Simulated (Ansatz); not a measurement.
Geometry optimisation, RKS PBE0-D4/def2-SVP in Ansatz 0.2.0.

Input file:

```yaml
crystal:
  periodic: [false, false, false]
  atoms:
    - { symbol: B, position_ang: [-0.86, 0.3047, -0.6015] }
    - { symbol: C, position_ang: [0.3214, 0.0944, 0.3091] }
    - { symbol: "N", position_ang: [0.8489, -1.0556, 0.3222] }
    - { symbol: H, position_ang: [-1.2612, -0.5084, -1.295] }
    - { symbol: H, position_ang: [-1.4175, 1.4071, -0.6533] }
    - { symbol: H, position_ang: [0.7069, 0.9201, 0.9265] }
    - { symbol: H, position_ang: [1.7228, -1.2302, 0.9462] }
basis:
  gaussian: { orbitals: def2-SVP }
hamiltonian:
  xc: pbe0
  dispersion: d4
relax:
  f_tol: 0.015
  max_steps: 40
output:
  orbitals: {}
```

Launched with:

```bash
$ ansatz run input.yaml --threads 1 --pin off --max-ram 2048MiB --backend cpu --events-out ev --progress --plain --runs-dir out
```

Problem. Where does it end, and by what steps?

Solution. The run converged. After 6 steps the energy has fallen by 0.259 eV; H7 moved furthest, 0.11 Å.

```csv
step,energy less start (eV),largest force component (eV/Å),accepted
0,0.0000,2.297,yes
1,-0.2173,0.727,yes
2,-0.2077,0.620,no
3,-0.2582,0.089,yes
4,-0.2570,0.223,no
5,-0.2593,0.024,yes
6,-0.2594,0.004,yes
```

```xyz
7
Properties=species:S:1:pos:R:3
B -0.883 0.342 -0.622
C 0.351 0.072 0.311
N 0.878 -1.097 0.306
H -1.289 -0.554 -1.318
H -1.417 1.427 -0.640
H 0.750 0.880 0.957
H 1.672 -1.139 0.959
```

Whether the end is a true minimum wasn't checked by a vibrational analysis.

Time of the run: 15 s on 1 CPU thread of a shared host.
